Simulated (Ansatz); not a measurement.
We consider rock-salt MgO, described by r²SCAN (Ansatz, a first-principles code, plane waves, PAW).

The same calculation (at the measured cell, 9.307 Å³/atom) with different numerical settings:

```json
[
 {"run": "1", "k mesh": "4×4×4", "electronic dielectric constant ε∞": "2.949", "static dielectric constant": "9.797", "TO(Γ) frequency (cm⁻¹)": "395.7", "rough time": "20 core-s"},
 {"run": "2", "k mesh": "6×6×6", "electronic dielectric constant ε∞": "2.993", "static dielectric constant": "9.822", "TO(Γ) frequency (cm⁻¹)": "396.4", "rough time": "20 core-s"},
 {"run": "3", "k mesh": "8×8×8", "electronic dielectric constant ε∞": "2.998", "static dielectric constant": "9.827", "TO(Γ) frequency (cm⁻¹)": "396.5", "rough time": "30 core-s"},
 {"run": "4", "k mesh": "12×12×12", "electronic dielectric constant ε∞": "2.999", "static dielectric constant": "9.828", "TO(Γ) frequency (cm⁻¹)": "396.5", "rough time": "50 core-s"},
 {"run": "5", "k mesh": "16×16×16", "electronic dielectric constant ε∞": "2.999", "static dielectric constant": "9.828", "TO(Γ) frequency (cm⁻¹)": "396.5", "rough time": "90 core-s"},
 {"run": "6", "k mesh": "20×20×20", "electronic dielectric constant ε∞": "2.999", "static dielectric constant": "9.828", "TO(Γ) frequency (cm⁻¹)": "396.5", "rough time": "3 core-min"}
]
```

In the column high-frequency dielectric constant the first row differs from the last by -0.050 and the next to last by 0.000.

The last row is no converged limit: other settings stay fixed.
